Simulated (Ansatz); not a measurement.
Take Cu in the fcc (Cu type) structure (space group Fm-3m, No. 225; a = 3.629 Å) as the base.

Levels (all Ansatz, a quantum-chemistry and plane-wave program, PAW, earlier PAW set): PBE (420 eV, no spin-orbit coupling); r2SCAN (500 eV, scalar-relativistic without spin-orbit coupling).

Levels that relaxed their own cell: PBE and r2SCAN.

| level | lattice parameter a |
|---|---|
| PBE | 3.629 Å |
| r2SCAN | 3.579 Å |

Measured: lattice parameter a 3.595 Å (static lattice; corrected from measurement; as listed in Gábor I. Csonka et al., Physical Review B (2009)).

Computed minus measured — lattice parameter a: PBE +0.9 %, r2SCAN -0.4 % (closest: r2SCAN).

Whether these cells are dynamically stable was not tested. All final runs are without spin polarisation.
